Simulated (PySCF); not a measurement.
Which basis set comes closest?

Molecule: `FCCl`, CH₂ClF.

Structure with atom numbers: `[F:1][CH2:2][Cl:3]`. Hydrogens are named by the atom that carries them.

Geometry PBE0-D3(BJ)/def2-SVP throughout; GIAO in PySCF 2.14.0 with density-fitted response routines, gas phase, one conformer, non-relativistic; equivalent atoms averaged; functional PBE0.

Reference values (measured; G. Saielli, R. Bini, A. Bagno, Computational 19F NMR. 2. Organic compounds, RSC Adv. 2014, ESI (exp. from Berger-Braun-Kalinowski 1994 and Everett 1995)): δ(F1) = -168.7 ppm vs CFCl3. Computed shifts are taken against CFCl3, calculated as an isolated molecule at each level.

Q: How do the basis sets STO-3G, 6-31G, pcSseg-0, 6-31G*, def2-SVP, cc-pVDZ, pcSseg-1, aug-cc-pVDZ, 6-311+G(2d,p), def2-TZVP, cc-pVTZ, IGLO-III, pcSseg-2, pcSseg-3 perform against the reference? Times are CPU seconds on shared hosts with different chips, so compare them loosely.

A: 
```
    basis set  functions      F1  abs. error F  core-s
       STO-3G         21  -112.1          56.6       1
        6-31G         35  -183.3          14.6       2
     pcSseg-0         35  -201.0          32.3       2
       6-31G*         50  -171.6           2.9     2.3
     def2-SVP         56  -165.3           3.4     2.2
      cc-pVDZ         56  -169.3           0.6     2.9
     pcSseg-1         68  -182.6          13.9     2.7
  aug-cc-pVDZ         91  -174.0           5.3     4.1
6-311+G(2d,p)        101  -186.8          18.1     3.9
    def2-TZVP        111  -184.1          15.4     4.4
      cc-pVTZ        122  -181.3          12.6     5.6
     IGLO-III        134  -186.8          18.1     5.5
     pcSseg-2        143  -185.3          16.6     3.6
     pcSseg-3        286  -187.4          18.7      21
```

For 19F the closest is cc-pVDZ (0.6 ppm) and the furthest STO-3G (56.6 ppm). Where a smaller basis beats a larger one, errors probably cancel; the largest sets show where the functional converges. One molecule is a small sample, and vibrational and solvent effects are absent from the calculation.

A small basis that lands close on one nucleus may do so by chance; judge by the trend and by all nuclei.
